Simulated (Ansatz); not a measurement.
# Si₂ (quintet): the correlation ladder, cc-pVTZ

How much of the correlation energy of Si₂ (quintet) does each wave-function method recover here?

Program: Ansatz 0.2.0, Gaussian basis. Level of theory: cc-pVTZ, correlated electrons: outside noble gas. These are calculated values, not measurements.

Plan: UHF; CCSD(T) on ROHF; CCSD(T) on UHF; BCCD(T) on ROHF; CISD; CCSDT(Q) on ROHF; CCSDT(Q) on UHF; CASSCF and MRCISD+Q, 8 electrons in 8 orbitals; CASSCF and NEVPT2, 8 electrons in 8 orbitals.

## 1. The geometry

The geometry is a PBE0/def2-TZVP stationary point (not a proven minimum) of the parent state, kept for this charge and spin.

2 atoms, charge 0, spin multiplicity 5.

Atoms are counted from 1 here; the program's logs count them from 0.

Bond lengths: Si1–Si2 2.255 Å.

In the tables R marks a restricted open-shell determinant and U an unrestricted one; 'valence' is the active space of 8 electrons in 8 orbitals; correlation energies count from the lowest restricted Hartree-Fock solution.

## 2. UHF

The input, in.yaml:

```yaml
crystal:
  periodic: [false, false, false]
  atoms:
    - {symbol: Si, position_ang: [0.000000, 0.000000, 0.000000]}
    - {symbol: Si, position_ang: [0.000000, 0.000000, 2.254714]}
basis:
  gaussian: {orbitals: cc-pVTZ}
magnetization: {spin_polarized: true, initial_magnetization: 4}
hamiltonian: {xc: hf}
output: {orbitals: {seedname: orbitals}}
```

Command:

```console
ansatz run in.yaml --threads 1 --pin off --events-out ev --progress --plain --max-ram 2393MiB
```

The runs that follow: CCSD(T) on ROHF; CCSD(T) on UHF; BCCD(T) on ROHF; CISD; CCSDT(Q) on ROHF; CCSDT(Q) on UHF; CASSCF and MRCISD+Q, 8 electrons in 8 orbitals; CASSCF and NEVPT2, 8 electrons in 8 orbitals.

Q: Predict the results of all the runs planned. Wanted: correlation energy, UCCSDT(Q); RMP2 from UCCSDT(Q); UMP2 from UCCSDT(Q); RCCSD from UCCSDT(Q); RCCSD(T) from UCCSDT(Q); UCCSD(T) from UCCSDT(Q); RCCSDT(Q) from UCCSDT(Q); NEVPT2 valence from UCCSDT(Q); MRCISD+Q valence from UCCSDT(Q).

As calculated:

| quantity | value |
| --- | --- |
| correlation energy, UCCSDT(Q) | -5.1389 eV |
| RMP2 from UCCSDT(Q) | +1085.0 meV |
| UMP2 from UCCSDT(Q) | +1112.0 meV |
| RCCSD from UCCSDT(Q) | +355.8 meV |
| RCCSD(T) from UCCSDT(Q) | +70.7 meV |
| UCCSD(T) from UCCSDT(Q) | +68.8 meV |
| RCCSDT(Q) from UCCSDT(Q) | +2.7 meV |
| NEVPT2 valence from UCCSDT(Q) | +935.9 meV |
| MRCISD+Q valence from UCCSDT(Q) | +29.9 meV |
| levels of the table within 1 kcal/mol (43 meV) | RCCSDT, UCCSDT, RCCSDT(Q), MRCISD+Q valence |
| T1 diagnostic | 0.019 |
| effectively unpaired electrons | 4.04 |

In words: RCCSD(T) lands +70.7 meV from the yardstick (1.4 % of the correlation energy). One determinant dominates. Of the multireference levels listed MRCISD+Q valence comes nearest in total energy (+29.9 meV), which doesn't show that its space is the better one. These misses are within one basis, not against nature; the frozen cores of restricted and unrestricted runs differ, which can shift their rows.
